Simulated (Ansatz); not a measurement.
Results of LC-ωPBE (plane waves, PAW; Ansatz, a program for electronic structure) for fluorite CdF2.

Numerical settings: plane-wave cutoff 460 eV, 8×8×8 k mesh, Fermi–Dirac smearing 0.01 eV, scalar-relativistic PAW data made under PBE.

Pressure at four volumes; x = ln(V/13.070 Å³). One pressure is withheld.

| V (Å³/atom) | x | P (GPa) |
|---|---|---|
| 12.459 | -0.0479 | 6.33 |
| 13.070 | 0.0000 | 0.38 |
| 13.443 | 0.0281 | -2.54 |
| 13.771 | 0.0522 | ? |

Task: Pass a parabola P(x) through the three rows shown, estimate the bulk modulus and its pressure derivative near zero pressure, and predict the withheld pressure.

Result: Slopes between the rows: (0.38 − (6.33))/(0.0000 − (-0.0479)) = -124.22 and (-2.54 − (0.38))/(0.0281 − (0.0000)) = -103.91 GPa. Their difference over the span 0.0760 is c = 20.31/0.0760 = 267.2 GPa, so P(x) = 6.33 + (-124.22)(x − (-0.0479)) + 267.2 (x − (-0.0479))(x − (0.0000)). At the middle row B = −dP/dx = −[-124.22 + 267.2 × 0.0479] = 111.4 GPa, and B′ = dB/dP = 2c/B = 4.8. At x = 0.0522 the parabola gives -4.71 GPa; the run gives -4.73 GPa. The Birch–Murnaghan fit to the energies at all volumes has B0 = 109 GPa and B′ = 4.7.
